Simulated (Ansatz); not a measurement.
C4H4ClF (`FC1=CCC1Cl`), relaxed with RKS PBE-D4/def2-SVP in Ansatz 0.2.0 from a rough embedded geometry. The force threshold is 0.03 eV/Å; the program also tests the step.

Total charge 0; spin multiplicity 1.

Start:

```xyz
10

F     1.379    1.747   -1.107
C     0.640    0.806   -0.424
C     0.316    0.691    0.877
C    -0.451   -0.477    0.680
C    -0.015   -0.518   -0.774
Cl   -1.317   -0.530   -2.061
H     0.532    1.387    1.728
H    -1.547   -0.407    0.842
H    -0.176   -1.391    1.263
H     0.640   -1.309   -1.024
```

(1) By how much does the energy fall, and how many steps does the optimiser take? (Estimate.)

(2) Which bonds change most? (Estimate.)

(3) Give the relaxed structure. (Best estimate.)

Results:

(1) Ansatz gave: 40.25 kJ/mol, in 5 steps.

(2) The calculation gave: C3–C4 from 1.411 to 1.524 Å; F1–C2 from 1.378 to 1.326 Å; C5–H10 from 1.057 to 1.108 Å; C4–C5 from 1.518 to 1.569 Å.

(3) Ansatz gave: 
```xyz
10

F     1.337    1.636   -1.173
C     0.639    0.804   -0.413
C     0.303    0.771    0.895
C    -0.481   -0.523    0.713
C    -0.004   -0.498   -0.781
Cl   -1.293   -0.441   -2.040
H     0.531    1.400    1.766
H    -1.583   -0.429    0.800
H    -0.134   -1.402    1.296
H     0.686   -1.318   -1.064
```
